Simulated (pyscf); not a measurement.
`[OH][AsH2]` + `[SiH4]` → `[AsH3]` + `[OH][SiH3]`, a four-centre exchange (singlet surface; As–O, H–Si broken, As–H, O–Si formed). Optimised with ωB97X-D3(BJ)/def2-SVP in PySCF. Correlated levels are frozen-core, on RHF or UHF. ΔMP2 is the change of the MP2 total energy from the triple- to the quadruple-zeta basis. Energies in kcal/mol from the separated reactants.

Small-basis levels: PySCF, no dispersion term, spherical d functions. AM1 to PM7: differences of heats of formation from MOPAC, which are fitted to 298 K values and so differ in kind from electronic energies by zero-point and thermal terms. Cost: rough CPU time at the saddle relative to B3LYP/6-31G*+LANL2DZ, from one job on a shared machine.

```json
[
 {"level": "HF/STO-3G", "barrier": "59.3", "reaction energy": "-15.1", "cost": "0.06"},
 {"level": "HF/6-31G*+LANL2DZ", "barrier": "43.7", "reaction energy": "-27.4", "cost": "0.1"},
 {"level": "SVWN5/6-31G*+LANL2DZ", "barrier": "4.7", "reaction energy": "-27.6", "cost": "0.9"},
 {"level": "BP86/6-31G*+LANL2DZ", "barrier": "19.5", "reaction energy": "-26.5", "cost": "1"},
 {"level": "PBE/6-31G*+LANL2DZ", "barrier": "16.9", "reaction energy": "-26.7", "cost": "1"},
 {"level": "M06-2X/6-31G*+LANL2DZ", "barrier": "22.6", "reaction energy": "-25.8", "cost": "2"},
 {"level": "B3LYP/6-311+G**+LANL2DZ", "barrier": "25.4", "reaction energy": "-30.1", "cost": "2"},
 {"level": "PBE/def2-SVP", "barrier": "17.4", "reaction energy": "-25.1", "cost": "2"},
 {"level": "PM6", "barrier": "1.5", "reaction energy": "-31.7", "cost": "under 0.02"},
 {"level": "CCSD(T)/def2-TZVPP + ΔMP2(QZVPP)", "barrier": "27.4", "reaction energy": "-28.5", "cost": "–"}
]
```

Against the last row the barrier runs from -25.9 (PM6) to +31.9 kcal/mol (HF/STO-3G). CCSD(T)/def2-TZVPP + ΔMP2(QZVPP) has limits of its own. This is the saddle that the search found; another between the same sides may lie lower. The CCSD(T) − MP2 part came from Ansatz, without density fitting, on the same reference. The frozen core leaves the outer d or s,p core shells of the metals and heavy elements correlated in the MP2 and CC values, and def2-TZVPP describes them poorly, which can shift differences by a few kcal/mol. In the def2 sets elements up to Kr have no core potential.
